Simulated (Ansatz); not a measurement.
The input, for Ansatz 0.2.0:

```yaml
crystal:
  periodic: [false, false, false]
  atoms:
    - {symbol: Ge, position_ang: [0.001249, 0.063700, 0.712298]}
    - {symbol: P, position_ang: [0.000416, -0.158210, -1.590164]}
    - {symbol: H, position_ang: [0.048380, -1.247711, 1.421693]}
    - {symbol: H, position_ang: [0.985057, 0.751278, -1.919308]}
    - {symbol: H, position_ang: [-1.136235, 0.767458, -1.970798]}
basis:
  gaussian: {orbitals: def2-SVP}
magnetization: {spin_polarized: true, initial_magnetization: 2}
hamiltonian: {xc: hf}
accuracy: high
scf: {lower_state_search: full}
output: {orbitals: {seedname: orbitals}}
```

```sh
$ ansatz run in.yaml --threads 1 --pin off --events-out ev --progress --plain --max-ram 2393MiB
```

The program prints:

```
1267 factors; integrals over basis functions are off by at most 4.4e-9 eV
mean field evaluation 1: about -65780.2600 eV, gradient 8.2e0 eV
mean field evaluation 2: about -65780.2944 eV, gradient 8.3e0 eV
mean field evaluation 4: about -65781.3856 eV, gradient 1.3e0 eV
mean field evaluation 8: about -65781.4440 eV, gradient 2.3e-1 eV
mean field evaluation 16: about -65781.4478 eV, gradient 2.7e-7 eV
mean field evaluation 32: about -65781.4478 eV, gradient 1.0e-6 eV
mean field -65781.44781621 eV, -2417.4236189790 hartree, gradient 1.9e-8 eV, S^2 2.016529; 2 other end points of the search recorded, 0 dependent functions left out
reference -65781.44781621 eV, -2417.4236189790 hartree; 26, 24 occupied and 39, 41 virtual orbitals, 1267 factors
Total energy: -65781.44781621 eV, -2417.4236189790 hartree
```

Ran on 1 thread of AMD EPYC, shared host: 6 s wall, 0.2 GiB peak host memory.
